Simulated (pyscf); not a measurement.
A first-order saddle from PySCF, ωB97X-D3(BJ)/def2-SVP:

```
Ge
N 1 1.8174
H 2 1.0152 1 113.30
H 2 1.0154 3 112.34 1 132.74
N 1 1.8312 2 133.11 3 57.00
H 5 1.0150 1 115.12 2 -43.14
H 5 1.0173 6 109.62 1 -128.01
N 1 1.8595 2 99.37 3 167.19
H 8 1.0164 1 116.05 2 46.08
H 8 1.0165 9 108.73 1 -134.07
N 1 1.9717 2 108.28 3 -86.14
C 11 1.4586 1 113.44 2 -171.57
H 12 1.0995 11 109.24 1 -47.30
H 12 1.1033 13 109.47 11 121.52
H 12 1.1046 13 108.10 14 117.95
C 11 1.4591 12 113.79 13 -179.67
H 16 1.0989 11 109.09 12 179.39
H 16 1.1032 17 109.54 11 -121.36
H 16 1.1047 17 108.28 18 -118.20
H 11 1.2078 12 115.20 13 42.81
O 20 1.2986 11 141.91 12 -113.25
H 21 0.9637 20 111.12 11 113.98
```

Surface: singlet, charge 0. Lowest wavenumbers (cm⁻¹): 913i, 79, 126, 151, 194.

### Question
What reaction is this the transition state of?

### Answer
`[CH3][N]([CH3])[Ge]([NH2])([NH2])[NH2]` + `[OH2]` <-> `[CH3][NH][CH3]` + `[NH2][Ge]([NH2])([NH2])[OH]`, a four-centre exchange read from left to right: Ge–N, H–O broken and H–N, Ge–O formed. At ωB97M-D3(BJ)/def2-TZVP it lies +25.3 kJ/mol from the left side and +58.5 kJ/mol from the right (each side as separated species at their lowest minima found). On the reactant side the descent ends in a bound adduct, 45.2 kJ/mol under the separated species and 70.0 kJ/mol under the saddle at ωB97X-D3(BJ)/def2-TZVP. On the product side the descent ends in an adduct with a Ge–N contact, 11.6 kJ/mol over the separated species and 40.9 kJ/mol under the saddle at ωB97X-D3(BJ)/def2-TZVP. What is counted as broken (Ge–N) persists as a longer contact in the product adduct; parting that adduct is a step of its own. H₃C–NH–CH₃ lies 32.8 kJ/mol over its isomer H₃C–CH₂–NH₂ (electronic energy, ωB97M-D3(BJ)/def2-TZVP). This is the saddle that the search found; another between the same sides may lie lower. Elements up to Kr have no core potential and no relativistic terms here.
